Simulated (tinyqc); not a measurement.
A ladder of methods, and size consistency: correlation methods against full CI in the sto-3g basis, for BH3, spin multiplicity 1. Computed by the program tinyqc with PySCF. Command: `OMP_NUM_THREADS=1 python tinyqc.py 113896 113897 out.jsonl`; one thread of a shared host (Intel(R) Xeon(R) Processor @ 2.60GHz), about 3 s.

Geometry (angstrom):
```
atom        x        y       z
B      0.0000   0.0000  0.0230
H      1.2480   0.0000  0.0000
H     -0.6240   1.0810  0.0000
H     -0.6240  -1.0810  0.0000
```

RHF energy of one = -26.056910 hartree

All electrons correlated; +Q is the Davidson correction (1 - c0^2) E_corr. The last columns treat two copies 100 angstrom apart as one system. FCI is the lowest singlet.

Correlation energies (hartree):
```
method   E_corr of one  share of FCI (%)  E_corr of two at 100 angstrom  two minus twice one (mhartree)
MP2           -0.03993            67.722                       -0.07985                           0.000
CISD          -0.05721            97.036                       -0.11066                           3.762
CISD+Q        -0.05922           100.447                       -0.11770                           0.739
CCSD          -0.05849            99.215                       -0.11699                           0.000
CCSD(T)       -0.05878            99.702                       -0.11756                           0.000
FCI           -0.05896           100.000                              -                               -
```

MP2 recovers 68 %, CISD 97.0 % and CCSD 99.2 % of the FCI value (c0^2 = 0.965 in CISD). MP2 and coupled cluster are size consistent, so their last column vanishes; CISD loses 3.76 mhartree, since a double excitation on each copy is a quadruple of the pair, and the Davidson correction leaves +0.74.
